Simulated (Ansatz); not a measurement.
# CH6NSi+ (SMILES C[SiH+]N): functionals against CCSD(T) at one geometry

A test off equilibrium: a structure displaced at random from a GFN2-xTB minimum is computed at several levels, and each is set against CCSD(T).

Computed with Ansatz 0.2.0, Gaussian basis. Level: single points in def2-TZVPP.

Correlated methods freeze the cores.

## (1) The starting structure

SMILES `C[SiH+]N`, 9 atoms, charge 1, spin multiplicity 1.

Atoms are counted from 1 here; the program's logs count them from 0.

Bond lengths: C1–Si2 1.741 Å, C1–H4 1.071 Å, C1–H5 1.157 Å, C1–H6 1.292 Å, Si2–N3 1.810 Å, Si2–H7 1.451 Å, N3–H8 0.978 Å, N3–H9 1.062 Å. Angles: Si2–C1–H4 104.8°, Si2–C1–H5 113.0°, Si2–C1–H6 113.7°, H4–C1–H5 108.3°, H4–C1–H6 109.4°, H5–C1–H6 107.4°, C1–Si2–N3 124.6°, C1–Si2–H7 125.8°, N3–Si2–H7 107.4°, Si2–N3–H8 116.7°, Si2–N3–H9 121.2°, H8–N3–H9 107.8°.

Coordinates:

```xyz
9

C    -0.6996    0.8683   -0.7694
Si    0.5976   -0.1744   -0.2587
N     0.6611   -1.0314    1.3339
H    -1.5654    0.2383   -0.7894
H    -0.5405    1.3024   -1.8299
H    -0.9103    1.8632    0.0267
H     1.9350   -0.2012   -0.8197
H     1.1953   -1.8498    1.3719
H    -0.2175   -1.1895    1.9086
```

## (2) CCSD(T)/def2-TZVPP

The input, run/in.yaml:

```yaml
crystal:
  periodic: [false, false, false]
  atoms:
    - {symbol: C, position_ang: [-0.699600, 0.868300, -0.769400]}
    - {symbol: Si, position_ang: [0.597600, -0.174400, -0.258700]}
    - {symbol: N, position_ang: [0.661100, -1.031400, 1.333900]}
    - {symbol: H, position_ang: [-1.565400, 0.238300, -0.789400]}
    - {symbol: H, position_ang: [-0.540500, 1.302400, -1.829900]}
    - {symbol: H, position_ang: [-0.910300, 1.863200, 0.026700]}
    - {symbol: H, position_ang: [1.935000, -0.201200, -0.819700]}
    - {symbol: H, position_ang: [1.195300, -1.849800, 1.371900]}
    - {symbol: H, position_ang: [-0.217500, -1.189500, 1.908600]}
basis:
  gaussian: {orbitals: def2-TZVPP}
total_charge: 1
correlation: {method: ccsd_t}
output: {forces: true}
```

The command line of these runs was not kept.

## (3) PBE0-D4/def2-TZVPP

run/in.yaml, as its differences from that of step 2:

```diff
@@ -15,3 +15,3 @@
 total_charge: 1
-correlation: {method: ccsd_t}
-output: {forces: true}
+hamiltonian: {xc: pbe0, dispersion: d4}
+output: {forces: true, orbitals: {seedname: orbitals}}
```

## (4) wB97M-V/def2-TZVPP

run/in.yaml, as its differences from that of step 3:

```diff
@@ -15,3 +15,3 @@
 total_charge: 1
-hamiltonian: {xc: pbe0, dispersion: d4}
-output: {forces: true, orbitals: {seedname: orbitals}}
+hamiltonian: {xc: {name: wB97M-V}}
+output: {forces: true}
```

## (5) r2SCAN-D4/def2-TZVPP

run/in.yaml, as its differences from that of step 4:

```diff
@@ -15,3 +15,3 @@
 total_charge: 1
-hamiltonian: {xc: {name: wB97M-V}}
+hamiltonian: {xc: r2scan, dispersion: d4}
 output: {forces: true}
```

## (6) PBE-D4/def2-TZVPP

run/in.yaml, as its differences from that of step 5:

```diff
@@ -15,3 +15,3 @@
 total_charge: 1
-hamiltonian: {xc: r2scan, dispersion: d4}
+hamiltonian: {xc: pbe, dispersion: d4}
 output: {forces: true}
```

## (7) B97M-V/def2-TZVPP

run/in.yaml, as its differences from that of step 6:

```diff
@@ -15,3 +15,3 @@
 total_charge: 1
-hamiltonian: {xc: pbe, dispersion: d4}
+hamiltonian: {xc: {name: B97M-V}}
 output: {forces: true}
```

## (8) r2SCANh-D4/def2-TZVPP

run/in.yaml, as its differences from that of step 7:

```diff
@@ -15,3 +15,3 @@
 total_charge: 1
-hamiltonian: {xc: {name: B97M-V}}
+hamiltonian: {xc: {name: r2SCANh}, dispersion: d4}
 output: {forces: true}
```

(Steps that only read results are left out.)

What does the calculation give? Wanted: energy less free atoms, CCSD(T)/def2-TZVPP; RMS force component; RMS force error; HOMO and LUMO, PBE0-D4; T1 diagnostic.

The runs gave:

```
                                  quantity                                                                                             value
energy less free atoms, CCSD(T)/def2-TZVPP                                                                                    -2253.6 kJ/mol
                       RMS force component                                                              1.798 to 1.901 eV/Å over the methods
                           RMS force error  PBE0-D4 0.094, wB97M-V 0.081, r2SCAN-D4 0.106, PBE-D4 0.193, B97M-V 0.135, r2SCANh-D4 0.102 eV/Å
                    HOMO and LUMO, PBE0-D4                                                                               -14.00 and -7.90 eV
                             T1 diagnostic                                                                                             0.017
```

Against CCSD(T) the functionals' energies less atoms differ by -130.8 to -59.5 kJ/mol, PBE-D4 by -130.8 kJ/mol. CCSD(T) in triple zeta still lacks some correlation energy of the bonds, so part of these gaps is its own basis error and they don't rank the functionals. For forces wB97M-V does best and PBE-D4 worst. Frozen-core CCSD(T) forces in triple zeta carry basis errors of their own, and this is one geometry, so small gaps rank nothing.
